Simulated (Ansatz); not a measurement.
Relaxation of AlFH2S (5 atoms, charge 0, multiplicity 1), to a largest force component of 0.015 eV/Å in at most 40 steps.

Computed with RKS PBE-D4/def2-SVP (Ansatz).

```xyz
5
Properties=species:S:1:pos:R:3
F -1.250 -1.208 1.266
Al -0.539 -0.344 -0.156
S 1.665 0.052 -0.182
H -1.359 0.128 -1.398
H 1.962 -1.165 -0.794
```

Problem. Where does it end, and by what steps?

Solution. The forces met the threshold. After 11 steps the energy has fallen by 0.503 eV; H5 moved furthest, 0.92 Å.

```csv
step,energy less start (eV),largest force component (eV/Å),accepted
0,0.0000,2.221,yes
1,-0.2077,1.274,yes
2,-0.2655,0.310,yes
3,-0.2714,0.099,yes
4,-0.2777,0.067,yes
5,-0.2778,1.229,yes
6,-0.3846,0.409,yes
7,-0.4576,0.303,yes
8,-0.4962,0.100,yes
9,-0.4976,0.237,yes
10,-0.4883,0.556,no
11,-0.5028,0.013,yes
```

```xyz
5
Properties=species:S:1:pos:R:3
F -0.944 -1.453 0.852
Al -0.518 -0.353 -0.343
S 1.610 -0.142 -0.809
H -1.638 0.486 -1.083
H 1.969 -1.076 0.120
```

Whether the end is a true minimum wasn't checked by a vibrational analysis.

Run time: 8.7 s on 1 CPU thread of a shared host.
